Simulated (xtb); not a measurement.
C2H4NO (SMILES [CH2-]C(N)=O), charge -1, singlet, geometry from GFN2-xTB; xtb 6.7.1 with GFN2-xTB.

Here is a job for xtb.
```
$ xtb mol.xyz --gfn 2 --chrg -1 --uhf 0 --json

# file mol.xyz
8

O      0.32110613     1.27946334     0.38290945
C     -0.07152129     0.13590853     0.02919906
N      0.98097901    -0.77888988    -0.45034161
C     -1.32792987    -0.37556948     0.02513769
H      0.80110933    -1.73036322    -0.14616487
H     -1.53323136    -1.38272268    -0.31366156
H     -2.17708968     0.23305976     0.29417115
H      1.87021653    -0.46548576    -0.07124953
```

The log (banner, timings and long lists left out):

```
   ID    Z sym.   atoms
    1    8 O      1
    2    6 C      2, 4
    3    7 N      3
    4    1 H      5-8

           -------------------------------------------------
          |                Calculation Setup                |
           -------------------------------------------------

           -------------------------------------------------
          |                 G F N 2 - x T B                 |
           -------------------------------------------------

          ...................................................
          :                      SETUP                      :
          :.................................................:
          :  # basis functions                  20          :
          :  # atomic orbitals                  20          :
          :  # shells                           12          :
          :  # electrons                        24          :
          :  max. iterations                   250          :
          :  Hamiltonian                  GFN2-xTB          :
          :  restarted?                      false          :
          :  GBSA solvation                  false          :
          :  PC potential                    false          :
          :  electronic temp.          300.0000000     K    :
          :  accuracy                    1.0000000          :
          :  -> integral cutoff          0.2500000E+02      :
          :  -> integral neglect         0.1000000E-07      :
          :  -> SCF convergence          0.1000000E-05 Eh   :
          :  -> wf. convergence          0.1000000E-03 e    :
          :  Broyden damping             0.4000000          :
          :  net charge                         -1          :
          :  unpaired electrons                  0          :
          ...................................................

 iter      E             dE          RMSdq      gap      omega  full diag
   1    -13.5570644 -0.135571E+02  0.487E+00    5.43       0.0  T
   2    -13.6057112 -0.486468E-01  0.225E+00    4.88       1.0  T
   3    -13.6064876 -0.776395E-03  0.122E+00    5.13       1.0  T
   4    -13.6084596 -0.197205E-02  0.617E-01    4.88       1.0  T
   5    -13.6092780 -0.818422E-03  0.125E-01    4.93       1.0  T
   6    -13.6092854 -0.737837E-05  0.637E-02    4.94       1.0  T
   7    -13.6092886 -0.316269E-05  0.117E-02    4.95       3.0  T
   8    -13.6092886 -0.732823E-07  0.408E-03    4.95       8.7  T
   9    -13.6092887 -0.519650E-07  0.954E-04    4.95      37.1  T
  10    -13.6092887 -0.182414E-08  0.277E-04    4.95     127.6  T

   *** convergence criteria satisfied after 10 iterations ***

         :::::::::::::::::::::::::::::::::::::::::::::::::::::
         ::                     SUMMARY                     ::
         :::::::::::::::::::::::::::::::::::::::::::::::::::::
         :: total energy             -13.461499551583 Eh    ::
         :: gradient norm              0.000025737909 Eh/a0 ::
         :: HOMO-LUMO gap              4.946195361292 eV    ::
         ::.................................................::
         :: SCC energy               -13.609288171522 Eh    ::
         :: -> isotropic ES            0.193985304709 Eh    ::
         :: -> anisotropic ES          0.008686875221 Eh    ::
         :: -> anisotropic XC          0.004008245391 Eh    ::
         :: -> dispersion             -0.004031797657 Eh    ::
         :: repulsion energy           0.147788619939 Eh    ::
         :: add. restraining           0.000000000000 Eh    ::
         :: total charge              -1.000000000000 e     ::
         :::::::::::::::::::::::::::::::::::::::::::::::::::::

           -------------------------------------------------
          |                Property Printout                |
           -------------------------------------------------

    * Orbital Energies and Occupations

         #    Occupation            Energy/Eh            Energy/eV
      -------------------------------------------------------------
         1        2.0000           -0.4199500             -11.4274
         2        2.0000           -0.4041358             -10.9971
         3        2.0000           -0.3630940              -9.8803
         4        2.0000           -0.3297824              -8.9738
         5        2.0000           -0.3129560              -8.5160
         6        2.0000           -0.2813042              -7.6547
         7        2.0000           -0.2506720              -6.8211
         8        2.0000           -0.2339476              -6.3660
         9        2.0000           -0.2249294              -6.1206
        10        2.0000           -0.1791063              -4.8737
        11        2.0000           -0.1320107              -3.5922
        12        2.0000           -0.0964355              -2.6241 (HOMO)
        13                          0.0853338               2.3221 (LUMO)
        14                          0.2521173               6.8605
        15                          0.3371779               9.1751
        16                          0.3757202              10.2239
        17                          0.3908666              10.6360
        18                          0.4998376              13.6013
        19                          0.6902807              18.7835
        20                          0.8708647              23.6974
      -------------------------------------------------------------
                  HL-Gap            0.1817693 Eh            4.9462 eV
             Fermi-level           -0.0055509 Eh           -0.1510 eV

     #   Z          covCN         q      C6AA      α(0)
     1   8 O        0.857    -0.659    27.612     7.045
     2   6 C        2.742     0.228    23.207     7.888
     3   7 N        2.633    -0.390    30.089     8.147
     4   6 C        2.840    -0.239    34.430     9.616
     5   1 H        0.860     0.093     1.867     2.141
     6   1 H        0.925    -0.081     4.926     3.471
     7   1 H        0.926    -0.062     4.385     3.275
     8   1 H        0.860     0.109     1.717     2.053

 Mol. C6AA /au·bohr⁶  :        802.922781
 Mol. C8AA /au·bohr⁸  :      17104.885770
 Mol. α(0) /au        :         43.634296

Wiberg/Mayer (AO) data.
largest (>0.10) Wiberg bond orders for each atom

 ---------------------------------------------------------------------------
     #   Z sym  total        # sym  WBO       # sym  WBO       # sym  WBO
 ---------------------------------------------------------------------------
     1   8 O    1.744 --     2 C    1.420     4 C    0.217
     2   6 C    3.944 --     4 C    1.578     1 O    1.420     3 N    0.942
     3   7 N    3.032 --     5 H    0.976     8 H    0.974     2 C    0.942
     4   6 C    3.803 --     2 C    1.578     7 H    0.977     6 H    0.975
                             1 O    0.217
     5   1 H    0.991 --     3 N    0.976
     6   1 H    0.994 --     4 C    0.975
     7   1 H    0.996 --     4 C    0.977
     8   1 H    0.988 --     3 N    0.974
 ---------------------------------------------------------------------------

Topologies differ in total number of bonds
Writing topology from bond orders to xtbtopo.mol

molecular dipole:
                 x           y           z       tot (Debye)
 q only:        0.458      -1.006      -0.171
   full:        0.464      -1.344       0.035       3.614
molecular quadrupole (traceless):
                xx          xy          yy          xz          yz          zz
 q only:       -0.749      -2.448      -2.344       0.396      -2.510       3.093
  q+dip:        1.026      -2.692      -2.577       1.265      -3.295       1.550
   full:        0.721      -2.895      -2.351       1.315      -3.361       1.630

           -------------------------------------------------
          | TOTAL ENERGY              -13.461499551583 Eh   |
          | GRADIENT NORM               0.000025737909 Eh/α |
          | HOMO-LUMO GAP               4.946195361292 eV   |
           -------------------------------------------------

normal termination of xtb
```
